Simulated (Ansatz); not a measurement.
Calculated with Ansatz (gas phase, PBE0-D4/def2-TZVP geometries, no zero-point term in ΔE). CCSD(T)/CBS is the MP2 limit (def2-TZVPP, def2-QZVPP) plus CCSD(T) − MP2 in def2-TZVPP, frozen cores. This one scheme is used for every species. DFT in def2-TZVPP. B3LYP here is the variant with VWN-RPA as its local correlation; programs differ in this. One conformer a species, not always the lowest.

`CCCC=O` + HCl → `O=CCCl` + `CC`  (substitution at a C–C bond)

`CCCC=O`:

```xyz
13

C     0.298   -0.951   -1.218
C     0.291    0.480   -0.707
C    -0.594    0.673    0.510
C    -0.061    0.085    1.783
O     1.021   -0.418    1.912
H     0.932   -1.050   -2.102
H    -0.710   -1.274   -1.497
H     0.676   -1.637   -0.458
H    -0.049    1.154   -1.499
H     1.311    0.784   -0.452
H    -1.599    0.257    0.353
H    -0.765    1.737    0.724
H    -0.751    0.160    2.653
```

HCl:

Z-matrix (Å, degrees):
```
Cl
H 1 1.279
```

`O=CCCl`:

```xyz
7

O     0.081    1.123    1.513
C     0.460    0.580    0.516
C    -0.387   -0.423   -0.228
Cl    0.005   -0.429   -1.956
H     1.464    0.767    0.083
H    -1.443   -0.196   -0.094
H    -0.180   -1.421    0.166
```

`CC`:

```xyz
8

C     0.126    0.565   -0.491
C    -0.126   -0.565    0.491
H     0.445    0.184   -1.464
H    -0.774    1.163   -0.652
H     0.907    1.239   -0.131
H    -0.445   -0.184    1.464
H     0.774   -1.163    0.652
H    -0.907   -1.239    0.131
```

Q: Is it downhill or uphill in electronic energy at CCSD(T)/CBS, and by how much? (An estimate is asked.)

A: Ansatz gave: Uphill: ΔE = +35.8 kJ/mol.

Q: What do these levels give: PBE0-D4, B3LYP-D4, ωB97M-V, B2PLYP, PBE, PBE0, HF/def2-TZVPP, CCSD/def2-TZVPP, HF/def2-QZVPP, SCS-MP2/def2-QZVPP, HF/CBS(def2), CCSD/CBS(def2)? (An estimate is asked.)

A: Computed: PBE0-D4 33.5, B3LYP-D4 30.0, ωB97M-V 34.2, B2PLYP 29.0, PBE 25.9, PBE0 30.0, HF/def2-TZVPP 26.6, CCSD/def2-TZVPP 37.8, HF/def2-QZVPP 26.5, SCS-MP2/def2-QZVPP 33.1, HF/CBS(def2) 26.5, CCSD/CBS(def2) 35.8 kJ/mol.

Largest T1 diagnostic among the species: 0.013.

From PBE to PBE0 (25 % exact exchange), in def2-TZVPP and without D4, ΔE moves by +4.1 kJ/mol. In def2-TZVPP, CCSD(T) changes the Hartree–Fock value by +11.1 kJ/mol (the triples alone add −0.1 kJ/mol) and MP2 by +11.8 kJ/mol.
